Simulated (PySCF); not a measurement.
How well do the runs reproduce experiment for methylsilane?

**What was measured.**

NIST CCCBDB Release 22 (SRD 101), experimental dipoles lists, for the gas: dipole moment (microwave Stark effect) 0.735 D.

The runs below try to reproduce these values; the comparison stands at the end.

Methylsilane, CH₆Si.
SMILES with atom numbers: `[CH3:1][SiH3:2]` (hydrogens: H3, H4, H5 on C1; H6, H7, H8 on Si2)

Cartesian coordinates in Å at the GFN2-xTB level; atoms count from 1:
```
atom  x, y, z in Å
C1    -0.975   -0.115    0.016
Si2    0.907    0.108   -0.021
H3    -1.439    0.562    0.729
H4    -1.248   -1.128    0.300
H5    -1.415    0.082   -0.958
H6     1.228    1.483   -0.413
H7     1.494   -0.823   -0.987
H8     1.458   -0.159    1.310
```

Runs made with PySCF (gas phase, on this GFN2-xTB geometry; no spin–orbit coupling):

| level | job | basis functions | wall time |
| --- | --- | --- | --- |
| CAM-B3LYP/def2-SVPD | 8 singlets by full TDDFT, 3 Tamm–Dancoff triplets, polarisability | 92 | 5.2 s |

Hardware: one thread of an x86-64 server, shared host.

## Comparison

**Dipole moment.** Measured: 0.735 D (NIST CCCBDB Release 22 (SRD 101), experimental dipoles).

```json
{"level": "CAM-B3LYP/def2-SVPD", "computed (D)": "0.568", "computed − measured (D)": "-0.167", "% (from the printed values)": "-23"}
```

The computed dipoles belong to one fixed geometry; measured ones are averaged over vibrations unless marked μe. Magnitudes are compared, not signs.

The geometry is computed, not the measured one. Where a level misses, the cause wasn't examined.
